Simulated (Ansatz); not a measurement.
`CCOC` → `[CH2]` (triplet) + `CCO` at 298.15 K and 1 bar (formal loss of a carbene).

Isolated molecules relaxed with PBE0-D4/def2-TZVP in Ansatz; ΔE leaves out vibrations. CCSD(T)/CBS is the MP2 limit (def2-TZVPP, def2-QZVPP) plus CCSD(T) − MP2 in def2-TZVPP, frozen cores. This one scheme is used for every species. Triplets are unrestricted, without spin–orbit coupling. One conformer a species, not always the lowest.

```json
{"species": "`CCOC`", "CCSD(T)/CBS energy (Eh)": "-194.12862", "H − E (kJ/mol)": "301.2", "S (J/(mol·K))": "301.7"}
{"species": "`[CH2]` (triplet)", "CCSD(T)/CBS energy (Eh)": "-39.09499", "H − E (kJ/mol)": "55.4", "S (J/(mol·K))": "195.3"}
{"species": "`CCO`", "CCSD(T)/CBS energy (Eh)": "-154.88256", "H − E (kJ/mol)": "224.2", "S (J/(mol·K))": "269.4"}
```

H − E and S are ideal-gas, rigid-rotor, harmonic terms from PBE0-D4/def2-TZVP, for one conformer and one mirror image of each species, with the whole ground term of open shells counted as degenerate. 1 Eh = 2625.50 kJ/mol, R = 8.31446 J/(mol·K).

Q: By hand: ΔE, ΔH, ΔS and ΔG.

A: ΔE = (-39.09499) + (-154.88256) − (-194.12862) = 0.15107 Eh = 396.6 kJ/mol. Δ(H − E) = 55.4 + 224.2 − 301.2 = -21.6, so ΔH = 375.0 kJ/mol. ΔS = 195.3 + 269.4 − 301.7 = 163.0 J/(mol·K). ΔG = 375.0 − 298.15 × (163.0)/1000 = 326.4 kJ/mol.

Q: By hand: the equilibrium constant, and the temperature at which ΔG would vanish if ΔH and ΔS stayed fixed.

A: log₁₀ K = −ΔG/(RT ln 10) = -57.2. ΔG = 0 at ΔH/ΔS = 2301 K.

The number of gas molecules changes by +1, which sets the sign of ΔS. A doubt of 5 kJ/mol in ΔE shifts log₁₀ K by 0.9 here. Other conformers and mirror images would add mixing entropy, several J/(mol·K) or more a flexible species. A triplet takes part, so the spin changes. These are equilibria of isolated gas molecules and say nothing of rates. Largest T1 diagnostic: 0.011 (customary marks: 0.02 for closed shells, 0.045 for open ones).
